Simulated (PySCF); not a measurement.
PySCF input (TPSSh/def2-TZVPD):

```python
from pyscf import gto, scf, dft

mol = gto.M(
    atom='''
    C    -0.89003452   -0.00503940    0.00658504
    O    -0.81527396   -1.01562247    0.64008523
    O     0.16868768    0.71691379   -0.45026202
    H    -1.81180777    0.49694744   -0.30468965
    C     1.42724168    0.27544195   -0.17823519
    H     1.55398746   -0.63018598    0.38924230
    H     2.20726758    0.90049269   -0.57323748
    ''',
    basis='def2-tzvpd',
    charge=0,
    spin=1,
    verbose=4,
)

mf = dft.UKS(mol, xc='tpssh').density_fit(auxbasis='def2-universal-jkfit')
mf.grids.level = 3
mf.conv_tol = 1e-9
mf.max_cycle = 100
mf.max_memory = 1500
mf.kernel()
if not mf.converged:
    mf = mf.newton()
    mf.kernel(mf.make_rdm1())
for _ in range(2):
    mo, _, stable, _ = mf.stability(return_status=True)
    if stable:
        break
    mf.kernel(mf.make_rdm1(mo, mf.mo_occ))
mf.analyze()
```

Output:

```
PySCF version 2.14.0

[INPUT] verbose = 4
[INPUT] num. atoms = 7
[INPUT] num. electrons = 31
[INPUT] charge = 0
[INPUT] spin (= nelec alpha-beta = 2S) = 1
[INPUT] symmetry False subgroup None
[INPUT] Mole.unit = angstrom
[INPUT] Symbol           X                Y                Z      unit          X                Y                Z       unit  Magmom
[INPUT]  1 C     -0.890034520000  -0.005039400000   0.006585040000 AA   -1.681921484209  -0.009523085832   0.012443922119 Bohr   0.0
[INPUT]  2 O     -0.815273960000  -1.015622470000   0.640085230000 AA   -1.540644500890  -1.919248314254   1.209585781079 Bohr   0.0
[INPUT]  3 O      0.168687680000   0.716913790000  -0.450262020000 AA    0.318773515788   1.354770718024  -0.850871902093 Bohr   0.0
[INPUT]  4 H     -1.811807770000   0.496947440000  -0.304689650000 AA   -3.423820475659   0.939094559904  -0.575779991490 Bohr   0.0
[INPUT]  5 C      1.427241680000   0.275441950000  -0.178235190000 AA    2.697095888764   0.520509848716  -0.336815694860 Bohr   0.0
[INPUT]  6 H      1.553987460000  -0.630185980000   0.389242300000 AA    2.936610700409  -1.190878909741   0.735561343096 Bohr   0.0
[INPUT]  7 H      2.207267580000   0.900492690000  -0.573237480000 AA    4.171131209832   1.701684561273  -1.083261841536 Bohr   0.0

nuclear repulsion = 114.678229618945
number of shells = 69
number of NR pGTOs = 247
number of NR cGTOs = 181
basis = def2-tzvpd
ecp = {}

******** <class 'pyscf.df.df_jk.DFUKS'> ********
method = DFUKS
initial guess = minao
damping factor = 0
level_shift factor = 0
DIIS = <class 'pyscf.scf.diis.CDIIS'>
diis_start_cycle = 1
diis_space = 8
diis_damp = 0
SCF conv_tol = 1e-09
SCF conv_tol_grad = None
SCF max_cycles = 100
direct_scf = False
number electrons alpha = 16  beta = 15
XC library pyscf.dft.libxc version 7.1.2
    S. Lehtola, C. Steigemann, M. J. T. Oliveira, and M. A. L. Marques,  SoftwareX 7, 1–5 (2018)
XC functionals = tpssh
    V. N. Staroverov, G. E. Scuseria, J. Tao, and J. P. Perdew,  J. Chem. Phys. 119, 12129 (2003)
radial grids:
    Treutler-Ahlrichs [JCP 102, 346 (1995); DOI:10.1063/1.469408] (M4) radial grids

becke partition: Becke, JCP 88, 2547 (1988); DOI:10.1063/1.454033
pruning grids: <function nwchem_prune>
grids dens level: 3
symmetrized grids: False
atomic radii adjust function: <function treutler_atomic_radii_adjust>
small_rho_cutoff = 0
Set gradient conv threshold to 3.16228e-05
tot grids = 85824
******** <class 'pyscf.df.df.DF'> ********
auxbasis = def2-universal-jkfit
init E= -228.980968143971
  alpha nocc = 16  HOMO = -0.175502922838135  LUMO = -0.0761733997457412
  beta  nocc = 15  HOMO = -0.376390033674678  LUMO = -0.175502922838138

[...]
  beta  nocc = 15  HOMO = -0.285927019649797  LUMO = -0.0858231159835476
  HOMO = -0.200227453377  LUMO = -0.0858231159835  gap/eV = 3.11310
Extra cycle  E= -228.50083378348  delta_E= 2.18e-11  |g|= 1.89e-05  |ddm|= 1.64e-05
converged SCF energy = -228.50083378348  <S^2> = 0.75562573  2S+1 = 2.0056178
uhf_internal: lowest eigs of H = [0.29040747 0.31236159 0.36119133]
<class 'pyscf.df.df_jk.DFUKS'> wavefunction is stable in the internal stability analysis
**** SCF Summaries ****
Total Energy =                        -228.500833783479891
Nuclear Repulsion Energy =             114.678229618944627
One-electron Energy =                 -538.174283676625237
Two-electron Energy =                  194.995220274200733
Two-electron Coulomb Energy =          224.135885549867908
DFT Exchange-Correlation Energy =      -29.140665275667168
HOMO-LUMO gap [eV] =                     3.113100587186280
**** MO energy ****
                             alpha | beta                alpha | beta
MO #1   energy= -19.1359981541355  | -19.1345367537845  occ= 1 | 1
MO #2   energy= -19.0640255797802  | -19.0626335636627  occ= 1 | 1
MO #3   energy= -10.2494574450854  | -10.2484538624927  occ= 1 | 1
MO #4   energy= -10.1847819560498  | -10.1697215213193  occ= 1 | 1
MO #5   energy= -1.11280845048741  | -1.10826779032323  occ= 1 | 1
MO #6   energy= -1.0265481969453   | -1.02339467663043  occ= 1 | 1
MO #7   energy= -0.730889803815487 | -0.712400209270946 occ= 1 | 1
MO #8   energy= -0.584745330817285 | -0.568587697240432 occ= 1 | 1
MO #9   energy= -0.537342876647777 | -0.534275698207338 occ= 1 | 1
MO #10  energy= -0.476601679735687 | -0.472951277926946 occ= 1 | 1
MO #11  energy= -0.466548285189137 | -0.449472726002689 occ= 1 | 1
MO #12  energy= -0.436598236496195 | -0.433106399409718 occ= 1 | 1
MO #13  energy= -0.366832945828296 | -0.364246478040439 occ= 1 | 1
MO #14  energy= -0.361243264954543 | -0.343539182308486 occ= 1 | 1
MO #15  energy= -0.287116122580571 | -0.285927019649797 occ= 1 | 1
MO #16  energy= -0.200227453377394 | -0.0858231159835476 occ= 1 | 0
MO #17  energy= -0.0312034244749384 | -0.0112367244080005 occ= 0 | 0
MO #18  energy= 0.00769102600859634 | 0.0121660870815568 occ= 0 | 0
MO #19  energy= 0.0266790662376837 | 0.031467509651599  occ= 0 | 0
MO #20  energy= 0.0429747043255381 | 0.0447791371797216 occ= 0 | 0
MO #21  energy= 0.0521571955229263 | 0.0581455178277092 occ= 0 | 0
MO #22  energy= 0.0606216644878755 | 0.0701595396854098 occ= 0 | 0
MO #23  energy= 0.0794307442725968 | 0.0826921029010022 occ= 0 | 0
MO #24  energy= 0.0914141870977362 | 0.0970220010645118 occ= 0 | 0
MO #25  energy= 0.10109281477874   | 0.105975899197639  occ= 0 | 0
MO #26  energy= 0.12104326629538   | 0.12655151067151   occ= 0 | 0
MO #27  energy= 0.138139930902909  | 0.14111708035041   occ= 0 | 0
MO #28  energy= 0.14969616924109   | 0.158821420105894  occ= 0 | 0
MO #29  energy= 0.160719716034197  | 0.166548718457613  occ= 0 | 0
MO #30  energy= 0.161006091883903  | 0.175333492524158  occ= 0 | 0
MO #31  energy= 0.191324507572554  | 0.198596417894638  occ= 0 | 0
MO #32  energy= 0.19348573927862   | 0.199639189682046  occ= 0 | 0
MO #33  energy= 0.208460012394833  | 0.214848327454348  occ= 0 | 0
MO #34  energy= 0.214897623767925  | 0.222089368202048  occ= 0 | 0
MO #35  energy= 0.225909548205174  | 0.230040448205715  occ= 0 | 0
MO #36  energy= 0.238674707175733  | 0.245104555895666  occ= 0 | 0
MO #37  energy= 0.264483128457704  | 0.26940342065938   occ= 0 | 0
MO #38  energy= 0.281018530589654  | 0.291270534056825  occ= 0 | 0
MO #39  energy= 0.298522516301372  | 0.303038849684428  occ= 0 | 0
MO #40  energy= 0.302204453011965  | 0.310055358738008  occ= 0 | 0
MO #41  energy= 0.303551410998407  | 0.310230372043177  occ= 0 | 0
MO #42  energy= 0.309455189102808  | 0.313231979440803  occ= 0 | 0
MO #43  energy= 0.319697755959374  | 0.325920346195599  occ= 0 | 0
MO #44  energy= 0.323568234694669  | 0.328846441715088  occ= 0 | 0
MO #45  energy= 0.328184974606451  | 0.331526248987678  occ= 0 | 0
MO #46  energy= 0.344894138078085  | 0.351819321542214  occ= 0 | 0
MO #47  energy= 0.358343230783768  | 0.364239559772046  occ= 0 | 0
MO #48  energy= 0.372601433449766  | 0.376608943633297  occ= 0 | 0
MO #49  energy= 0.378506812094563  | 0.382001980204473  occ= 0 | 0
MO #50  energy= 0.385045450879084  | 0.403077078805126  occ= 0 | 0
MO #51  energy= 0.402532949207627  | 0.406176287852125  occ= 0 | 0
MO #52  energy= 0.408460523609894  | 0.412577747777089  occ= 0 | 0
MO #53  energy= 0.429945718137924  | 0.431896980227606  occ= 0 | 0
MO #54  energy= 0.441847063429086  | 0.450482505919487  occ= 0 | 0
MO #55  energy= 0.446987620949743  | 0.453566715521644  occ= 0 | 0
MO #56  energy= 0.479327568816905  | 0.48457998385786   occ= 0 | 0
MO #57  energy= 0.496694904113739  | 0.49996934945015   occ= 0 | 0
MO #58  energy= 0.513338659130211  | 0.520124562389481  occ= 0 | 0
MO #59  energy= 0.524708654167085  | 0.527700014944917  occ= 0 | 0
MO #60  energy= 0.551100889399078  | 0.553723296269134  occ= 0 | 0
MO #61  energy= 0.557876169712592  | 0.562219742214531  occ= 0 | 0
MO #62  energy= 0.581324531186127  | 0.584630304287484  occ= 0 | 0
MO #63  energy= 0.592204114357891  | 0.595246778911635  occ= 0 | 0
MO #64  energy= 0.614867532037898  | 0.623809451452768  occ= 0 | 0
MO #65  energy= 0.6521205114746    | 0.659665412508533  occ= 0 | 0
MO #66  energy= 0.672772304110632  | 0.676355701775745  occ= 0 | 0
MO #67  energy= 0.676368855485869  | 0.688462560318442  occ= 0 | 0
MO #68  energy= 0.683939334650402  | 0.692855808687449  occ= 0 | 0
MO #69  energy= 0.705482677788873  | 0.716439185978881  occ= 0 | 0
MO #70  energy= 0.718097158336411  | 0.724817293994876  occ= 0 | 0
MO #71  energy= 0.725538206237247  | 0.736063200206467  occ= 0 | 0
MO #72  energy= 0.736513402553486  | 0.744621976939922  occ= 0 | 0
MO #73  energy= 0.772389846449493  | 0.777658502058664  occ= 0 | 0
MO #74  energy= 0.789369710108627  | 0.799404766002016  occ= 0 | 0
MO #75  energy= 0.837364341757598  | 0.839726624599002  occ= 0 | 0
MO #76  energy= 0.839147470750699  | 0.853778811011326  occ= 0 | 0
MO #77  energy= 0.865595517589924  | 0.880738909834977  occ= 0 | 0
MO #78  energy= 0.878599632316649  | 0.887951174572394  occ= 0 | 0
MO #79  energy= 0.888095303150817  | 0.903009918666213  occ= 0 | 0
MO #80  energy= 0.921920874464803  | 0.927550168158255  occ= 0 | 0
MO #81  energy= 0.97107922219346   | 0.977977202817506  occ= 0 | 0
MO #82  energy= 1.0060531615284    | 1.02871344343765   occ= 0 | 0
MO #83  energy= 1.04080017333314   | 1.04557512981597   occ= 0 | 0
MO #84  energy= 1.11092207216754   | 1.11586855050697   occ= 0 | 0
MO #85  energy= 1.12294546717251   | 1.12903328719293   occ= 0 | 0
MO #86  energy= 1.15195928544001   | 1.16000294402768   occ= 0 | 0
MO #87  energy= 1.167123111815     | 1.18044948805089   occ= 0 | 0
MO #88  energy= 1.18526022468517   | 1.19260407991258   occ= 0 | 0
MO #89  energy= 1.26102160907709   | 1.2752334028434    occ= 0 | 0
MO #90  energy= 1.32686190653285   | 1.33423348057233   occ= 0 | 0
MO #91  energy= 1.3727479672886    | 1.37610270001128   occ= 0 | 0
MO #92  energy= 1.52053424281685   | 1.57503670926249   occ= 0 | 0
MO #93  energy= 1.60262664510892   | 1.61188550377147   occ= 0 | 0
MO #94  energy= 1.63971155405683   | 1.65020145354743   occ= 0 | 0
MO #95  energy= 1.67302375349805   | 1.68012793347063   occ= 0 | 0
MO #96  energy= 1.73609374235768   | 1.74846460468857   occ= 0 | 0
MO #97  energy= 1.73621448545412   | 1.74892103785234   occ= 0 | 0
MO #98  energy= 1.76244300113586   | 1.78024734774364   occ= 0 | 0
MO #99  energy= 1.80630973850737   | 1.82361853356763   occ= 0 | 0
MO #100 energy= 1.84420227350235   | 1.88267710205392   occ= 0 | 0
MO #101 energy= 1.88291559678864   | 1.90108578450264   occ= 0 | 0
MO #102 energy= 1.88940085678824   | 1.90257370303707   occ= 0 | 0
MO #103 energy= 1.92347282195612   | 1.93160499831893   occ= 0 | 0
MO #104 energy= 1.96403210536209   | 1.97160028195119   occ= 0 | 0
[...]
```

It need not be the lowest isomer of its formula.
